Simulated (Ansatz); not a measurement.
in.yaml

```yaml
crystal:
  periodic: [false, false, false]
  atoms:
    - {symbol: Si, position_ang: [0.000000, 0.000000, 0.000000]}
    - {symbol: C, position_ang: [0.000000, 0.000000, 2.579000]}
basis:
  gaussian: {orbitals: 6-31G, fitting: {mean_field: def2-universal-jkfit}}
total_charge: 1
magnetization: {spin_polarized: false, initial_magnetization: 1}
correlation: {method: fic_mrcisd_q, electrons: all, active_space: {window: {electrons: 3, orbitals: 2}}}
```

```sh
$ ansatz run in.yaml --threads 1 --pin off --events-out ev --progress --plain --max-ram 2393MiB
```

Question: Roughly how long does this take on 1 thread of AMD EPYC 7R43, shared host, and how much host memory?

Answer: 1.2 s wall and 0.13 GiB.

```
203 factors; integrals over basis functions are off by at most 2.8e-3 eV
mean field evaluation 1: about -8874.3297 eV, gradient 1.6e1 eV
mean field evaluation 2: about -8870.0855 eV, gradient 3.0e1 eV
mean field evaluation 4: about -8875.9859 eV, gradient 5.8e0 eV
mean field evaluation 8: about -8876.3399 eV, gradient 1.3e-4 eV
mean field evaluation 16: about -8875.5811 eV, gradient 5.4e0 eV
mean field evaluation 32: about -8874.5798 eV, gradient 3.9e-2 eV
mean field evaluation 64: about -8874.4716 eV, gradient 3.1e0 eV
mean field evaluation 96: about -8875.8786 eV, gradient 4.1e-6 eV
mean field -8876.33988744 eV, -326.1994742642 hartree, gradient 1.0e-6 eV, S^2 0.750000; 13 other end points of the search recorded, 0 dependent functions left out
reference -8876.33988744 eV, -326.1994742642 hartree; 10, 9 occupied and 12, 13 virtual orbitals, 203 factors
state -8876.33988744 eV, -326.1994742642 hartree
contracted CI cycle   1: correlation 0.00000000 eV, 0.0000000000 hartree, residual 1.14e1 eV
contracted CI cycle   2: correlation -2.86212775 eV, -0.1051812547 hartree, residual 3.59e0 eV
...
contracted CI cycle   7: correlation -3.04287463 eV, -0.1118235801 hartree, residual 2.73e-1 eV
contracted CI cycle   8: correlation -3.04489847 eV, -0.1118979548 hartree, residual 1.34e-1 eV
contracted CI cycle   9: correlation -3.04554388 eV, -0.1119216731 hartree, residual 1.03e-1 eV
contracted CI cycle  10: correlation -3.04589281 eV, -0.1119344960 hartree, residual 6.31e-2 eV
contracted CI cycle  11: correlation -3.04599003 eV, -0.1119380690 hartree, residual 2.68e-2 eV
contracted CI cycle  12: correlation -3.04600658 eV, -0.1119386772 hartree, residual 1.23e-2 eV
contracted CI cycle  13: correlation -3.04601092 eV, -0.1119388367 hartree, residual 8.14e-3 eV
contracted CI cycle  14: correlation -3.04601377 eV, -0.1119389412 hartree, residual 6.76e-3 eV
contracted CI cycle  15: correlation -3.04601479 eV, -0.1119389789 hartree, residual 2.90e-3 eV
contracted CI cycle  16: correlation -3.04601496 eV, -0.1119389851 hartree, residual 1.10e-3 eV
state -8875.87864062 eV, -326.1825237561 hartree; corrected -8880.03180701 eV, -326.3351498057 hartree
state -8876.33988744 eV, -326.1994742642 hartree; corrected -8880.07010868 eV, -326.3365573663 hartree
WARN: 1 active orbitals are nearly empty or full. The corrections depend on them more than the energy does, and are more stable in an active space without them
Total energy: -8880.07010868 eV, -326.3365573663 hartree
```

Natural occupations: 2.0000 1.0000.
